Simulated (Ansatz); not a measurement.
# [Cl···H···H], doublet: transfer scan

Starting geometry:

```xyz
3

Cl    0.0000    0.0000   -1.2983
H     0.0000    0.0000   -0.0195
H     0.0000    0.0000    1.3177
```

From there H2 is moved from one fragment to the other while all else, the fragments' distance too, stays fixed; atoms are numbered as listed. Energies are in kJ/mol, counted from the starting geometry at the same level. Kohn–Sham curves are unrestricted where that lies lower.

Basis 6-31G; Ansatz 0.2.0. Correlated methods freeze the noble-gas cores.

In so small a basis the reference is far from its limit while semilocal and hybrid functionals are nearer theirs (RPA and double hybrids share much of the reference's basis error), so the functionals' errors here hold much of the reference's basis and frozen-core error, which can add to them or hide them.

Full CI is exact within this basis and frozen core; it isn't the basis-set limit.

| distance Cl1-H2 (Å) | full CI | PBE | r2SCAN | PBE0 | B3LYP | wB97X-V | wB97M-V | B2PLYP | PBE-QIDH | RPA-PBE |
| --- | --- | --- | --- | --- | --- | --- | --- | --- | --- | --- |
| 1.189 | 28.0 | 35.5 | 34.1 | 31.2 | 33.4 | 28.9 | 30.6 | 30.0 | 26.6 | 30.0 |
| 1.279 | 0.0 | 0.0 | 0.0 | 0.0 | 0.0 | 0.0 | 0.0 | 0.0 | 0.0 | 0.0 |
| 1.363 | -6.2 | -13.6 | -12.3 | -9.6 | -12.3 | -7.6 | -9.1 | -8.6 | -4.9 | -9.0 |
| 1.448 | -5.7 | -19.3 | -16.3 | -11.8 | -17.7 | -8.7 | -11.1 | -10.2 | -2.7 | -12.2 |
| 1.533 | -8.1 | -24.3 | -19.4 | -14.9 | -23.9 | -12.5 | -14.7 | -13.8 | -3.0 | -19.1 |
| 1.617 | -19.2 | -32.6 | -26.1 | -23.3 | -34.9 | -23.8 | -24.9 | -24.4 | -11.9 | -34.2 |
| 1.702 | -39.0 | -44.0 | -37.5 | -36.9 | -50.4 | -41.8 | -41.7 | -41.9 | -29.6 | -56.7 |
| 1.786 | -60.3 | -53.9 | -49.1 | -50.5 | -65.2 | -60.0 | -58.9 | -60.3 | -49.2 | -79.7 |
| 1.871 | -73.1 | -54.5 | -52.7 | -55.4 | -71.1 | -68.8 | -67.4 | -70.3 | -60.6 | -93.6 |
